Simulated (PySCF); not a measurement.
**Isomers of C4H7N: computed energies against enthalpies of formation**

**What was measured.**

From CRC Handbook of Chemistry and Physics, for the gas at 298.15 K: enthalpy of formation of `CC(C)C#N` (isobutyronitrile) 23.4 kJ/mol; enthalpy of formation of `CCCC#N` (butyronitrile) 33.6 kJ/mol.

How close the calculation comes is told at the end.

Differences of these values give the isomerisation enthalpies. Geometries: GFN2-xTB; runs in PySCF, gas phase, with a dispersion term only where the level names one. Total electronic energies (Eh):

```
  SMILES  PBE0/pcSseg-1
CC(C)C#N     -211.09589
  CCCC#N     -211.09544
```

Geometry of `CC(C)C#N` (Å):
```
atom  x, y, z in Å
C1     1.2078   -0.4183    0.4435
C2     0.1017    0.2015   -0.4156
C3    -1.2431   -0.4976   -0.1957
C4    -0.0281    1.6057   -0.0963
N5    -0.1351    2.7127    0.1677
H6     1.3289   -1.4686    0.1875
H7     0.9534   -0.3442    1.4988
H8     2.1543    0.0926    0.2800
H9     0.3809    0.1307   -1.4745
H10   -1.5389   -0.4283    0.8490
H11   -2.0191   -0.0390   -0.8046
H12   -1.1615   -1.5480   -0.4658
```

Geometry of `CCCC#N` (Å):
```
atom  x, y, z in Å
C1    -1.2720   -0.4966   -0.3345
C2    -0.4172    0.3524    0.5981
C3     0.9513    0.6708   -0.0194
C4     1.7254   -0.5286   -0.2117
N5     2.3300   -1.4882   -0.3554
H6    -2.2289   -0.7214    0.1297
H7    -1.4588    0.0280   -1.2697
H8    -0.7703   -1.4350   -0.5610
H9    -0.2702   -0.1751    1.5432
H10   -0.9276    1.2938    0.8127
H11    1.5177    1.3422    0.6327
H12    0.8219    1.1570   -0.9908
```

Zero-point and thermal terms are left out, so the computed numbers are electronic energies.

## Comparison

Relative to `CC(C)C#N`, the lowest by measurement, in kJ/mol (measured: enthalpies at 298.15 K; computed: electronic energies):

```tsv
SMILES	measured	PBE0/pcSseg-1
CC(C)C#N	0.0	0.0
CCCC#N	10.2	1.2
```

Measured values: 23.4 kJ/mol (298.15 K; CRC Handbook of Chemistry and Physics) for the first row; the others come from the same table. Unsigned miss: PBE0/pcSseg-1 9.0 kJ/mol. One conformer stands for `CCCC#N`, not necessarily the lowest, while the measurement averages over conformers. Where a level misses, the cause wasn't examined.
